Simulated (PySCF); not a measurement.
**SiH₂ + SiF₂ → 2 SiHF**

Level: PBE0 in the def2-TZVP basis family, all electrons, no relativity, computed in PySCF with density fitting; open shells unrestricted.

| species | state and structure | E (Eh) | ZPE (kJ/mol) | H(298 K) − H(0) (kJ/mol) | S° (J/(mol K)) |
| --- | --- | --- | --- | --- | --- |
| SiH₂ | singlet, C2v, Si–H 1.526 Å (×2); H–Si–H 91.1° | -290.48614 | 30.6 | 10.0 | 207.5 |
| SiF₂ | singlet, C2v, Si–F 1.601 Å (×2); F–Si–F 100.6° | -489.06017 | 12.3 | 11.2 | 256.9 |
| SiHF | singlet, Cs, Si–F 1.612 Å, Si–H 1.541 Å; F–Si–H 96.3° | -389.76329 | 22.1 | 10.2 | 239.0 |

Problem. What is the electronic reaction energy?

Solution. At PBE0/def2-TZVP, ΔE = 51.8 kJ/mol from the differences of the total energies times 2625.5, uphill. The bond energies do not simply add up: the mixed species is disfavoured.

Problem. Add zero-point, thermal and entropy terms for 298.15 K and 1 bar.

Solution. ΔZPE = 1.3 and Δ[H(298) − H(0)] = -0.8 kJ/mol give ΔH° = 52.3 kJ/mol. ΔS° = 13.6 J/(mol K), so ΔG° = 52.3 − 298.15 × (0.0136) = 48 kJ/mol and log₁₀K = -8.5.

Each species is the lowest minimum found with this bonding; other isomers or fragments can lie lower.
